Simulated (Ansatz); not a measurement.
Born–Oppenheimer molecular dynamics of C2H5NS (9 atoms, charge 0, multiplicity 1). It starts at the highest image of a converged band. Of that band: Neighbouring images differ by up to 1.8 eV, so the band resolves the path poorly. A vibrational analysis at the climbing image gives one clearly imaginary mode, 1780i cm⁻¹: a first-order saddle point.

Method: RKS B3LYP-D4/6-31G (Ansatz).

| Quantity | Value |
| --- | --- |
| ensemble | NVE (velocity Verlet) |
| time step | 0.5 fs |
| steps asked | 200 |
| starting velocities drawn for | 300 K |
| seed | 6657 |

First frame:

```xyz
9
Properties=species:S:1:pos:R:3
C -0.130 1.617 -0.069
N -0.256 0.368 -0.418
C 0.527 -0.752 -0.012
S -0.305 -2.390 -0.065
H 0.513 1.915 0.760
H -0.663 2.375 -0.628
H 1.298 -0.625 0.747
H 0.199 -0.269 -1.320
H -1.184 -2.239 1.004
```

(1) How far do the bonds stretch over the last three quarters of this one trajectory? (Pairs bonded in most of those frames.)

## Answers

(1) 
| bond | mean (Å) | spread (Å) | shortest | longest |
| --- | --- | --- | --- | --- |
| C1–N2 | 1.290 | 0.028 | 1.24 | 1.34 |
| C1–H5 | 1.107 | 0.015 | 1.08 | 1.13 |
| C1–H6 | 1.101 | 0.010 | 1.08 | 1.12 |
| N2–C3 | 1.484 | 0.065 | 1.37 | 1.57 |
| C3–S4 | 1.994 | 0.153 | 1.71 | 2.22 |
| C3–H7 | 1.111 | 0.044 | 1.01 | 1.22 |
| C3–H8 | 1.155 | 0.122 | 0.94 | 1.39 |
| S4–H9 | 1.400 | 0.064 | 1.28 | 1.52 |

Mean temperature of the second half: 1723 K. The conserved energy stayed within 1.3 meV per atom of its start (net change 0.16 meV per atom), so the integration is sound. The system heated up, since it started high on the potential surface and ran downhill. A run of 0.1 ps of so small a system gives no equilibrium averages. The orbitals stay closed-shell, which can raise the energy where a bond breaks towards radicals; this wasn't checked here. Limits of this set-up: no polarisation functions.

The run took 6 min on 1 thread of Arm Neoverse V2, on a shared host, peak memory 0.22 GiB.
